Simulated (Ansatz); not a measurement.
A calculation with Ansatz (development build ahead of 0.2.0).

```yaml
crystal:
  periodic: [false, false, false]
  atoms:
    - { symbol: Si, position_ang: [0.00032, 0.00253, -0.08422] }
    - { symbol: H, position_ang: [-0.04831, 1.08354, 0.94131] }
    - { symbol: H, position_ang: [-0.02745, -1.12933, 0.91359] }
basis:
  gaussian: { orbitals: STO-3G }
hamiltonian:
  xc: hf
correlation:
  method: mp2
  frozen_orbitals: { H: 0, Si: 5 }
```

The input is written out in the form of the current development build from the run's settings.

Output:

| Quantity | Value |
| --- | --- |
| Converged | yes |
| Reference energy | -286.66465 hartree |
| Correlation energy | -0.03284 hartree |
| Total energy | -286.69749 hartree |
| Spin squared of the determinant | 0.000 |
